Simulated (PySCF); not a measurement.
All of these have the formula C3H5NO. Method: TDDFT wB97X-D/def2-SVPD, vertical, gas phase, core orbitals frozen in the response in PySCF 2.14.0, density-fitted response routines. Geometries: PBE0-D3(BJ)/def2-SVP; one conformer of each isolated species. Triplets are in the Tamm–Dancoff approximation.

A. `[H]/N=C(/C)C=O`
B. `[H]/N=C\[C@H]1CO1`
C. `C=NC(C)=O`

Lowest singlet levels (six at most, fewer where fewer were computed) with oscillator strengths:

1. 5.27 eV (f 0.004); 7.04 eV (f 0.045); 7.65 eV (f 0.325); 7.87 eV (f 0.058); 8.49 eV (f 0.017); 8.50 eV (f 0.066); T1 4.49 eV
2. 3.46 eV (f 0.001); 4.61 eV (f 0.001); 6.29 eV (f 0.116); 7.35 eV (f 0.000); 7.69 eV (f 0.000); 7.82 eV (f 0.013); T1 2.92 eV
3. 4.31 eV (f 0.002); 5.31 eV (f 0.002); 6.35 eV (f 0.030); 7.46 eV (f 0.006); 7.68 eV (f 0.241); 7.72 eV (f 0.011); T1 3.79 eV

**Question.** Which spectrum belongs to which structure?

**Answer.** 1 = B, 2 = A, 3 = C.
- A: S1 at 3.46 eV, HOMO→LUMO (91%); Löwdin shares by element: HOMO nitrogen 31%, carbon 26% or more, oxygen 25% (atoms not listed hold the other 18%); LUMO carbon 46% or more, oxygen 25%, nitrogen 20%; HOMO -9.76 and LUMO -0.68 eV; point group Cs, 2 of its 6 listed states under f = 0.0005.
- B: S1 at 5.27 eV, HOMO→LUMO (93%); Löwdin shares by element: HOMO nitrogen 50%, carbon 22% or more, oxygen 13%; LUMO carbon 47%, nitrogen 35% (atoms not listed hold the other 18%); HOMO -9.81 and LUMO 1.12 eV.
- C: S1 at 4.31 eV, HOMO→LUMO (93%); Löwdin shares by element: HOMO oxygen 48%, nitrogen 26%, carbon 14% or more; LUMO carbon 46% or more, nitrogen 28%, oxygen 11% (atoms not listed hold the other 15%); HOMO -9.44 and LUMO 0.36 eV.
